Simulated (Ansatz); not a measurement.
## [NH₂···H···CH₃], doublet along the distance N1-H4

Starting geometry:

```csv
atom,x (Å),y (Å),z (Å)
N,-1.2557,-0.0178,-0.0277
H,-1.5529,0.9501,-0.0277
H,-1.5529,-0.4201,0.8526
H,-0.2432,-0.0178,-0.0277
C,1.3943,-0.0178,-0.0277
H,1.3943,-1.0978,-0.0277
H,1.3943,0.5222,0.9077
H,1.3943,0.5222,-0.9630
```

From there H4 is moved from one fragment to the other while all else, the fragments' distance too, stays fixed; atoms are numbered as listed. Energies are in kJ/mol, counted from the starting geometry at the same level. Kohn–Sham curves are unrestricted where that lies lower.

Basis cc-pVDZ; Ansatz 0.2.0. Correlated methods freeze the noble-gas cores. R marks a restricted (for open shells ROHF) determinant, U an unrestricted one.

In so small a basis the reference is far from its limit while semilocal and hybrid functionals are nearer theirs (RPA and double hybrids share much of the reference's basis error), so the functionals' errors here hold much of the reference's basis and frozen-core error, which can add to them or hide them.

Full CI isn't at hand for all of this; UCCSDT(Q) serves as the reference, and is uncertain by about the last step of the cluster series.

```
distance N1-H4 (Å)  UCCSDT(Q)   PBE  r2SCAN  PBE0  B3LYP  r2SCANh  wB97M-V  B2PLYP  RPA-PBE
             1.012        0.0   0.0     0.0   0.0    0.0      0.0      0.0     0.0      0.0
             1.091        9.6   0.4     4.9   6.1    5.8      6.5      8.5     8.4      6.8
             1.247       54.5  26.1    39.1  42.4   40.6     43.8     50.1    49.2     42.7
             1.404       81.4  48.4    62.8  66.3   63.5     68.0     75.4    74.3     65.1
             1.560       93.3  74.9    83.0  84.4   81.8     85.6     88.2    89.2     83.0
```

Problem. Judged by the spread of the error over the points with a reference (largest less smallest), which of these follows UCCSDT(Q) best and which worst?

Solution. Subtracting the UCCSDT(Q) column from each: best wB97M-V (errors from -6.1 to 0.0, spread 6.1 kJ/mol), worst PBE (from -33.0 to 0.0, spread 33.0 kJ/mol). Functionals and wave-function methods converge differently with the basis, so part of this is basis effect.
